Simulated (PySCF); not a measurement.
Stepwise substitution at one centre (C H-NH2). Isolated molecules, 0 K electronic values unless said otherwise. One relaxed conformer stands for each flexible species; it need not be the lowest. Strings in code marks are SMILES.

The vertical ionisation energy (Delta-SCF) from two functionals at the same geometries (r2SCAN-D4/def2-TZVP), both in PySCF: PBE-D3(BJ)/def2-TZVP and r2SCAN-D4/def2-TZVP. Delta-SCF ions had no search for a lower state. 

```
species                           PBE-D3(BJ)/def2-TZVP (eV)
--------------------------------  -------------------------
0 of 4 H replaced by NH2 (`C`)                        13.95
1 of 4 H replaced by NH2                               9.50
2 of 4 H replaced by NH2 (`NCN`)                       8.75
```

Q: What does r2SCAN-D4/def2-TZVP give for each?

A: 
- 0 of 4 H replaced by NH2 (`C`): 14.00
- 1 of 4 H replaced by NH2: 9.45
- 2 of 4 H replaced by NH2 (`NCN`): 8.80
Over these rows, drawn at random from the members with no instability flagged (it was tested for open shells, ions and some series alone), PBE minus r2SCAN-D4: mean -0.02 eV, from -0.05 eV to +0.05 eV.
